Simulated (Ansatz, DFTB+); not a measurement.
# A ladder of methods for C4H10S2 (1,4-butanedithiol)

The species is C4H10S2 (16 atoms), meant as a singlet with charge 0. As SMILES, `SCCCCS`. The coordinates come from a PBE0-D4/def2-TZVP relaxation. This is one conformer, not always the lowest.

| atom | x (Å) | y (Å) | z (Å) |
| --- | --- | --- | --- |
| S | -1.3006 | -2.9123 | 0.4337 |
| C | -0.4401 | -1.3479 | 0.7377 |
| C | 0.2363 | -0.7713 | -0.4912 |
| C | 1.0739 | 0.4666 | -0.1993 |
| C | 0.3216 | 1.6476 | 0.3950 |
| S | -1.1024 | 2.2205 | -0.5704 |
| H | -2.2037 | -2.4253 | -0.4325 |
| H | -1.1470 | -0.6425 | 1.1776 |
| H | 0.2976 | -1.5885 | 1.5093 |
| H | -0.5272 | -0.5249 | -1.2349 |
| H | 0.8740 | -1.5390 | -0.9374 |
| H | 1.8837 | 0.2062 | 0.4941 |
| H | 1.5603 | 0.7886 | -1.1263 |
| H | 0.9990 | 2.4872 | 0.5586 |
| H | -0.1036 | 1.3955 | 1.3694 |
| H | -0.4218 | 2.5396 | -1.6835 |

Each level gives the atomisation enthalpy at 298 K (kJ/mol). The values are calculated. The thermal term (zero-point and 298 K enthalpy, harmonic and unscaled) is that of HF/3-21G; the spin-orbit lowering of the free atoms at 298 K, 3.8 kJ/mol by their spectra, is taken off.

**The experiment to reproduce.** CRC Handbook of Chemistry and Physics gives the atomisation enthalpy at 298 K of the gas as 5652 kJ/mol.

| level | kind | program | value (kJ/mol) | computed − measured |
| --- | --- | --- | --- | --- |
| DFTB2 | semi-empirical | DFTB+ | 5722 | +70 |
| HF/6-31G* (spherical functions) | Hartree–Fock | Ansatz | 4038 | -1614 |
| SVWN5/6-31G* (spherical functions) | LDA | Ansatz | 6472 | +820 |
| revPBE/6-31G* (spherical functions) | GGA | Ansatz | 5501 | -151 |
| r2SCAN/6-31G* (spherical functions) | meta-GGA | Ansatz | 5606 | -46 |
| PBE0/6-31G* (spherical functions) | global hybrid | Ansatz | 5626 | -26 |
| MP2/6-31G* (spherical functions) | perturbation theory | Ansatz | 5101 | -551 |
| CCSD(T)/6-31G* (spherical functions) | coupled cluster or CI | Ansatz | 5068 | -584 |
| CCSD/6-31G* (spherical functions) | coupled cluster or CI | Ansatz | 5018 | -634 |

Nearest: PBE0/6-31G* (spherical functions) (-26 kJ/mol); farthest: HF/6-31G* (spherical functions) (-1614 kJ/mol). Computed less measured by kind, in kJ/mol (of the ab initio rows, those in 6-31G*): semi-empirical +70; Hartree–Fock -1614; LDA +820; GGA -151; meta-GGA -46; global hybrid -26; perturbation theory -551; coupled cluster or CI -634 to -584. Wave-function methods converge slowly with the basis and bind too weakly in sets of this size; that is part of their error here.
